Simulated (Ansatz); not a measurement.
Reaction (SMILES): [SH] (SH) → [SH-] (an electron is taken up)
B3LYP-D3(BJ)/def2-TZVP geometries, fixed; electronic energies without zero-point terms; positive where energy is released.
Largest species:
```xyz
2

S      0.0000     0.0000    -0.0793
H      0.0000     0.0000     1.2681
```
Charge 0, spin multiplicity 2.

The adiabatic electron affinity at CCSD(T) with Ansatz (a quantum-chemistry and plane-wave program), in eV, split into its Hartree-Fock and correlation parts. Cores are frozen. Open shells are unrestricted. No added dispersion term, no relativity. Functions are those of the species that has most. These sets lack the diffuse functions that anions need.

| basis | X | functions | Hartree-Fock | CCSD(T) |
|---|---|---|---|---|
| cc-pV(D+d)Z | 2 | 28 | 0.497 | 1.085 |
| cc-pV(T+d)Z | 3 | 53 | 0.797 | 1.790 |
| cc-pV(Q+d)Z | 4 | 94 | 0.935 | 2.101 |
| cc-pV(5+d)Z | 5 | 155 | 0.987 | 2.205 |

Worked estimate of the basis-set limit from each neighbouring pair, with Hartree-Fock from the larger set and the correlation part extrapolated as X^-3.
Correlation parts: X = 2: 0.588, X = 3: 0.993, X = 4: 1.166, X = 5: 1.218.
- (2,3): (27·(0.993) - 8·(0.588))/19 = 1.164; with Hartree-Fock 0.797 the estimate is 1.961 eV.
- (3,4): (64·(1.166) - 27·(0.993))/37 = 1.292; with Hartree-Fock 0.935 the estimate is 2.227 eV.
- (4,5): (125·(1.218) - 64·(1.166))/61 = 1.273; with Hartree-Fock 0.987 the estimate is 2.260 eV.
The last two estimates differ by 0.032 eV; the largest set lies 0.055 from the last. Over the last step Hartree-Fock moves by 0.052 and the correlation part by 0.052.
